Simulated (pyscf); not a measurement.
# Four-centre exchange: `[CH3][Zr]([Cl])([Cl])[Cl]` + `[ClH]` → `[CH4]` + `[Cl][Zr]([Cl])([Cl])[Cl]`

Gas phase, singlet surface, charge 0. Bonds broken: C1–Zr2, Cl9–H10. Bonds formed: C1–H10, Zr2–Cl9. Structures and frequencies: ωB97X-D3(BJ)/def2-SVP in PySCF.

Transition state (Å):

```xyz
10

C     -0.5761    -0.3378     1.4562
Zr     0.0094    -0.0806    -0.7250
Cl     1.3644    -1.9745    -0.6337
Cl    -1.5576    -0.7211    -2.3312
Cl     1.5846     1.5694    -1.2136
H     -1.2212     0.1924     2.1797
H     -0.9528    -1.3774     1.4245
H      0.4299    -0.3652     1.9154
Cl    -1.6996     1.9862    -0.1632
H     -1.3623     1.0626     0.7898
```

One imaginary mode, 295i cm⁻¹; descent along it reached the two sides named, in the forms told below.

```json
[
 {"bond": "C1–Zr2", "change": "breaks", "reactant side (Å)": "2.181", "saddle": "2.273", "product side": "4.5"},
 {"bond": "Cl9–H10", "change": "breaks", "reactant side (Å)": "1.291", "saddle": "1.369", "product side": "3.0"},
 {"bond": "C1–H10", "change": "forms", "reactant side (Å)": "3.8", "saddle": "1.739", "product side": "1.098"},
 {"bond": "Zr2–Cl9", "change": "forms", "reactant side (Å)": "2.9", "saddle": "2.7", "product side": "2.319"}
]
```

Electronic energies relative to the separated reactants (kJ/mol):

| level | barrier | reaction energy | reverse barrier |
|---|---|---|---|
| ωB97X-D3(BJ)/def2-TZVP | 0.2 | -208.6 | 208.7 |
| PBE/def2-TZVP | 7.8 | -202.7 | 210.5 |
| r²SCAN/def2-TZVP | 3.8 | -207.2 | 211.0 |
| B3LYP-D3(BJ)/def2-TZVP | 12.1 | -205.2 | 217.3 |
| PBE0-D3(BJ)/def2-TZVP | 3.8 | -201.4 | 205.2 |
| M06-2X/def2-TZVP | 14.6 | -197.3 | 211.9 |
| ωB97M-D3(BJ)/def2-TZVP | 18.1 | -198.1 | 216.1 |
| HF/def2-TZVP | 81.4 | -209.1 | 290.5 |

With ωB97M-D3(BJ)/def2-TZVP energies and thermal terms (ideal gas, 1 atm, RRHO with modes under 100 cm⁻¹ raised to 100, one conformer, R ln 2 for chiral ones without a mode under 150 cm⁻¹), in kJ/mol:

```
T (K)   ΔH‡    ΔG‡      ΔH      ΔG
-----  ----  -----  ------  ------
298    17.7   62.3  -187.0  -179.7
600    17.2  107.8  -191.1  -170.7
900    18.1  152.9  -194.5  -159.7
1200   19.6  197.6  -197.1  -147.7
```

On the reactant side the descent ends in an adduct with a Cl–Zr contact (not fully relaxed), 26.3 kJ/mol under the separated species and 26.5 kJ/mol under the saddle at ωB97X-D3(BJ)/def2-TZVP. What is counted as formed (Cl–Zr) is already present as a longer contact in the reactant adduct; forming that adduct is a step of its own. This is the saddle that the search found; another between the same sides may lie lower. Elements past Kr carry the def2 core potentials, without spin-orbit coupling.
